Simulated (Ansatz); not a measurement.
A made-up structure of CH$_{5}$BS, closed shell:

B1  (-0.665, 0.548, -0.589)
C2  (0.540, 0.199, 0.318)
S3  (0.641, -1.449, 1.060)
H4  (-1.433, -0.283, -0.982)
H5  (-0.799, 1.683, -0.944)
H6  (-0.284, 1.514, -0.096)
H7  (1.421, 0.372, -0.323)
H8  (-0.342, -2.014, 0.344)
(Å)

It is relaxed with PBE-D4/def2-SVP and then PBE0-D4/def2-TZVP (Ansatz 0.2.0). Atoms count as bonded within 1.22 times the sum of their covalent radii (H–H: 0.88 Å). The end point is not checked to be a true minimum.

(1) Does its bonding change? (Judge from chemistry; the calculation decides.)

## Answers

(1) The calculation gives: Yes. Formed: C2–H6; broken: B1–H6.

Where it ends: The first stage lowers the energy by 3.35 eV in 15 steps. It ends as CH₅BS ([BH2][CH2][SH]):
```tsv
atom	x (Å)	y (Å)	z (Å)
B1	-0.7047	0.5192	-0.8867
C2	0.4072	0.3096	0.1698
S3	0.6259	-1.3279	0.9112
H4	-1.5563	-0.2970	-1.0909
H5	-0.7336	1.5572	-1.4826
H6	0.1707	1.0438	0.9584
H7	1.3723	0.6417	-0.2271
H8	-0.5023	-1.8764	0.4362
```

Labels in which every atom is bracketed show which atoms are joined, not bond orders.

For scale, one of the runs: PBE0-D4/def2-TZVP relaxation, 129 basis functions, launched by `ansatz run in.yaml --threads 2 --pin off --events-out ev --progress --plain --max-ram 4352MiB`. Hardware: 2 CPU threads of an Intel Xeon Platinum 8259CL, shared host. Wall time about 41 s.
